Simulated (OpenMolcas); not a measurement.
**One shape, several levels: quartet BNH3**

Wanted: a comparison of 6 runs (UHF/3-21G, UHF/def2-TZVPP, UB3LYP/def2-TZVPP, UBHLYP/def2-TZVPP, UBLYP/def2-TZVPP, ROMP2/def2-TZVPP) of quartet BNH3. 

Program for the calculation: OpenMolcas 26.06.

### Step 1. The molecule

The species is BNH3 (5 atoms), meant as a quartet with charge 0. As SMILES of the parent species, `B[NH]`. Geometry: relaxed at PBE0-D4/def2-TZVP. That shape belongs to the parent species and isn't relaxed for this state.

Bond lengths: B1–N2 1.329 Å, B1–H3 1.210 Å, B1–H4 1.204 Å, N2–H5 0.999 Å. Angles: B1–N2–H5 163.9°, N2–B1–H3 118.8°, N2–B1–H4 121.2°, H3–B1–H4 119.9°.

### Step 2. The energy at UHF/3-21G (run 1)

The input, test.inp:

```
>>> EXPORT MOLCAS_PRINT=2

&GATEWAY
  BasLib=$CurrDir
  Coord
  5
  angstrom
  B       -0.310800      -0.370100      -0.091600
  N        0.531200       0.655200      -0.019800
  H       -0.414800      -1.107400       0.862500
  H       -0.964100      -0.573100      -1.081900
  H        1.208400       1.321700       0.289300
  Basis=3-21G
  Group=NoSym

&SEWARD

&SCF
  UHF
  Spin=4
  Thresholds=1e-10 1e-07 1e-07 1e-05
  PrOrbitals=0
```

The basis set 3-21G is read from a file made from the Basis Set Exchange's data (not shown).

On the command line:

```sh
$ export MOLCAS_MEM=1860
$ pymolcas test.inp > test.log
```

Standard output:

```text
--- Start Module: gateway ---
[...]
--- Stop Module: gateway /rc=_RC_ALL_IS_WELL_ ---
--- Start Module: seward ---
[...]
      Basis functions           24
--- Stop Module: seward /rc=_RC_ALL_IS_WELL_ ---
--- Start Module: scf ---
[...]
       Convergence after  18 Iterations
[...]
::    Total SCF energy                                -80.1936100877
[...]
      Total spin, S                                     1.5061146451
[...]
      Total electronic charge=   15.000000
      Total            charge=   -0.000000
[...]
      Dipole Moment (debye):
      Origin of the operator (angstrom)=    0.1371    0.1690   -0.0433
                   X=  3.3994E+00               Y=  3.8652E+00               Z=  7.2516E-01           Total=  5.1982E+00
      Quadrupole Moment (debye*angstrom):
[...]
--- Stop Module: scf /rc=_RC_ALL_IS_WELL_ ---
[...]
```

It took 1.5 s on 1 thread of Intel Xeon 6975P-C (Granite Rapids), shared host; peak memory 0.37 GiB.

### Step 3. The energy at UHF/def2-TZVPP (run 2)

The input, struct.xyz:

```xyz
5

B     -0.310800    -0.370100    -0.091600
N      0.531200     0.655200    -0.019800
H     -0.414800    -1.107400     0.862500
H     -0.964100    -0.573100    -1.081900
H      1.208400     1.321700     0.289300
```

The input, calc.input:

```
* BH3N Hartree-Fock
>>> EXPORT MOLCAS_PRINT=2
&gateway
baslib=$CurrDir
coord=struct.xyz
basis=def2-TZVPP
group=NoSym
&seward
&scf
uhf
spin=4
thresholds=1e-10 1e-07 1e-07 1e-05
prorbitals=0
```

The basis set def2-TZVPP is read from a file made from the Basis Set Exchange's data (not shown).

On the command line:

```sh
$ export MOLCAS_MEM=1860
$ pymolcas calc.input > calc.log
```

Standard output:

```text
--- Start Module: gateway ---
[...]
--- Stop Module: gateway /rc=_RC_ALL_IS_WELL_ ---
--- Start Module: seward ---
[...]
      Basis functions          104
--- Stop Module: seward /rc=_RC_ALL_IS_WELL_ ---
[...]
--- Start Module: scf ---
[...]
       Convergence after  19 Iterations
[...]
::    Total SCF energy                                -80.6811448577
[...]
      Total spin, S                                     1.5078219072
[...]
      Total electronic charge=   15.000000
      Total            charge=   -0.000000
[...]
      Dipole Moment (debye):
      Origin of the operator (angstrom)=    0.1371    0.1690   -0.0433
                   X=  3.3538E+00               Y=  3.8436E+00               Z=  6.6681E-01           Total=  5.1445E+00
      Quadrupole Moment (debye*angstrom):
[...]
--- Stop Module: scf /rc=_RC_ALL_IS_WELL_ ---
[...]
```

Wall time 14 s (1 thread of Intel Xeon 6975P-C (Granite Rapids), shared host); peak memory 0.59 GiB.

### Step 4. A single-point energy at UB3LYP/def2-TZVPP (run 3)

The input, coord.xyz:

```xyz
5

B     -0.310800    -0.370100    -0.091600
N      0.531200     0.655200    -0.019800
H     -0.414800    -1.107400     0.862500
H     -0.964100    -0.573100    -1.081900
H      1.208400     1.321700     0.289300
```

The input, test.input:

```
&GATEWAY
 BASLIB = $CurrDir
 COORD = coord.xyz
 BASIS = def2-TZVPP
 GROUP = NoSym

&SEWARD
 GRIDINPUT
 Grid=UltraFine
 End of Grid

&SCF
 UHF
 SPIN = 4
 KSDFT = B3LYP
 THRESHOLDS = 1e-10 1e-07 1e-07 1e-05
 PRORBITALS = 1
```

The basis set def2-TZVPP is read from a file made from the Basis Set Exchange's data (not shown).

On the command line:

```sh
$ export MOLCAS_MEM=1860
$ pymolcas test.input > test.log
```

Standard output:

```text
--- Start Module: gateway ---
[...]
--- Stop Module: gateway /rc=_RC_ALL_IS_WELL_ ---
--- Start Module: seward ---
[...]
      Basis functions          104
--- Stop Module: seward /rc=_RC_ALL_IS_WELL_ ---
[...]
--- Start Module: scf ---
[...]
       Convergence after  19 Iterations
[...]
::    Total KS-DFT energy                             -81.1794847051
[...]
      Total spin, S                                     1.5024368331
[...]
      Total electronic charge=   15.000000
      Total            charge=   -0.000000
[...]
      Dipole Moment (debye):
      Origin of the operator (angstrom)=    0.1371    0.1690   -0.0433
                   X=  2.4239E+00               Y=  2.6677E+00               Z=  6.5603E-01           Total=  3.6636E+00
      Quadrupole Moment (debye*angstrom):
[...]
--- Stop Module: scf /rc=_RC_ALL_IS_WELL_ ---
[...]
```

Run time: 41 s. Hardware: 1 thread of Intel Xeon 6975P-C (Granite Rapids), shared host; peak memory 0.59 GiB.

Runs 4 to 5 aren't shown in full; the table further down has their settings and results.

### Step 5. A single-point energy at ROMP2/def2-TZVPP (run 6)

The input, input.xyz:

```xyz
5

B     -0.310800    -0.370100    -0.091600
N      0.531200     0.655200    -0.019800
H     -0.414800    -1.107400     0.862500
H     -0.964100    -0.573100    -1.081900
H      1.208400     1.321700     0.289300
```

The input, calc.inp:

```
* BH3N ROMP2

&GATEWAY
  BASLIB=$CurrDir
  COORD=input.xyz
  BASIS=def2-TZVPP
  GROUP=NoSym

&SEWARD

&SCF
  UHF
  SPIN=4
  THRESHOLDS=1e-10 1e-07 1e-07 1e-05
  PRORBITALS=0

&RASSCF
  FILEORB=$Project.UnaOrb
  SPIN=4
  NACTEL=3 0 0
  INACTIVE=6
  RAS2=3
  OUTORBITALS=Canonical
  ORBLISTING=Nothing

&CASPT2
  IPEA=0.0
  FROZEN=2
```

The basis set def2-TZVPP is read from a file made from the Basis Set Exchange's data (not shown).

On the command line:

```sh
$ export MOLCAS_MEM=1860
$ pymolcas calc.inp > calc.log
```

Standard output:

```text
--- Start Module: gateway ---
[...]
--- Stop Module: gateway /rc=_RC_ALL_IS_WELL_ ---
[...]
      Basis functions          104
[...]
       Convergence after  19 Iterations
[...]
::    Total SCF energy                                -80.6811448577
[...]
      Total spin, S                                     1.5078219072
[...]
--- Start Module: rasscf ---
[...]
      Number of active orbitals                  3
[...]
      Spin quantum number                      1.5
[...]
      Active orbitals                            3
[...]
      Number of CSFs                             1
[...]
      Number of root(s) required                 1
[...]
      Convergence after 11 iterations
[...]
      printout of CI-coefficients larger than  0.05 for root  1
      energy=     -80.667757
      conf/sym  111     Coeff  Weight
             1  uuu   1.00000 1.00000
      Natural orbitals and occupation numbers for root  1
      sym 1:   1.000000   1.000000   1.000000
      ************************************************************************************************************************
      *                                                    Final results                                                     *
[...]
::    RASSCF root number  1 Total energy:    -80.66775670
[...]
      Total electronic charge=   15.000000
      Total            charge=   -0.000000
[...]
      Dipole Moment (debye):
      Origin of the operator (angstrom)=    0.1371    0.1690   -0.0433
                   X=  3.4384E+00               Y=  3.9600E+00               Z=  6.5292E-01           Total=  5.2849E+00
      Quadrupole Moment (debye*angstrom):
[...]
--- Stop Module: rasscf /rc=_RC_ALL_IS_WELL_ ---
[...]
--- Start Module: caspt2 ---
[...]
 ###    WARNING: User changed nr of frozen orbitals.                         ###
 ###############################################################################
[...]
      E2 (Variational):          -0.2817630149
      Total energy:             -80.9495197105
[...]
      Reference weight:           0.90390
[...]
::    CASPT2 Root  1     Total energy:    -80.94951971
[...]
--- Stop Module: caspt2 /rc=_RC_ALL_IS_WELL_ ---
[...]
```

Run time: 22 s. Hardware: 1 thread of Intel Xeon 6975P-C (Granite Rapids), shared host; peak memory 0.59 GiB.

### Step 6. All runs side by side

```
run              level  integration grid  frozen core orbitals  energy (Eh)  dipole moment (D)  HOMO energy (eV)   ⟨S²⟩  wall time
  1          UHF/3-21G                 –                     –   -80.193610               5.20             -4.98  3.774      1.5 s
  2     UHF/def2-TZVPP                 –                     –   -80.681145               5.14             -5.19  3.781       14 s
  3  UB3LYP/def2-TZVPP         UltraFine                     –   -81.179485               3.66             -2.69  3.760       41 s
  4  UBHLYP/def2-TZVPP         UltraFine                     –   -81.124823               4.02             -3.69  3.767       44 s
  5   UBLYP/def2-TZVPP         UltraFine                     –   -81.141655               3.50             -1.77  3.757       49 s
  6   ROMP2/def2-TZVPP                 –                     2   -80.949520                  –                 –      –       22 s
```

### Step 7. Summary of results

| quantity | value |
| --- | --- |
| run 6: total energy | -80.94952 Eh |

Over runs 1, 2, 3, 4, 5 the dipole moment (its size) runs from 3.50 D (UBLYP/def2-TZVPP) to 5.20 D (UHF/3-21G). The two ends differ in method and basis. Totals of different functionals can't be ranked against each other. All runs together took 2.9 min, the longest 49 s.
